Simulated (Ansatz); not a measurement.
H2Si–BH2⁺, triplet in cc-pVDZ: errors against UCCSDT(Q)

Geometry: that of the H2Si–BH2, doublet, kept fixed. The singlet lies 2.6 eV lower here.

```xyz
6

Si    0.0000    0.0000    0.5624
B     0.0000    0.0000   -1.3599
H     0.0000    1.2187    1.4093
H     0.0000   -1.2187    1.4093
H     0.0000    1.0370   -1.9521
H     0.0000   -1.0370   -1.9521
```

Basis cc-pVDZ; Ansatz 0.2.0. Correlated methods freeze the noble-gas cores, which leaves 10 electrons in 46 orbitals. R marks a restricted (for open shells ROHF) determinant, U an unrestricted one. Active spaces: frontier = (10e, 10o) about the gap.

Full CI isn't at hand for all of this; UCCSDT(Q) serves as the reference, and is uncertain by about the last step of the cluster series. The frozen core follows each run's orbitals, which can shift R against U totals by a few meV.

For open shells CISD is restricted-active-space CI with the open shells as a complete middle space.

- UHF ⟨S²⟩: 2.006
- T1 diagnostic (RCCSD): 0.0253
- largest doubles amplitude (RCCSD): 0.064
- T1 diagnostic (UCCSD): 0.0217

| level | E − E(RHF) (eV) |
| --- | --- |
| UHF | -0.0624 |
| RMP2 | -4.1573 |
| UMP2 | -4.1616 |
| RCCSD | -5.3137 |
| UCCSD | -5.3149 |
| RCCSD(T) | -5.4558 |
| UCCSD(T) | -5.4560 |

Task: Estimate how far UCCSDT(Q) in cc-pVDZ lies from RCCSD(T). The table doesn't fix it; the size of (T) and the diagnostics are the guide.

Result: UCCSDT(Q) in cc-pVDZ lies 1.08 kcal/mol below RCCSD(T), which is 33 % of the (T) step (-3.28 kcal/mol). The diagnostics give no warning, yet the rest is a sizeable part of (T). The miss exceeds 1 kcal/mol.

The other levels:

| level | E − E(UCCSDT(Q)) (kcal/mol) | share of correlation (%) | wall time |
| --- | --- | --- | --- |
| CISD | 12.76 | 89.94 | 3.5 s |
| BCCD(T) | 1.07 | 99.16 | 4.3 s |
| RCCSDT | 0.14 | 99.89 | – |
| UCCSDT | 0.13 | 99.90 | – |
| RCCSDT(Q) | 0.02 | 99.98 | 56 s |

The correlation energy at UCCSDT(Q), counted from RHF, is -5.503 eV. That run took 45 s on 1 thread of AMD EPYC 7R43, shared host.

Run but not shown, since their state or frozen core can't be matched to the reference's or they repeat it: CASSCF (frontier space), NEVPT2 (frontier space), MRCISD (frontier space), MRCISD+Q (frontier space).

Times hold each run's SCF and search for its determinant on a shared host, so for small cases they say little of a method's own cost; they ran on 1 thread of AMD EPYC 7R43.
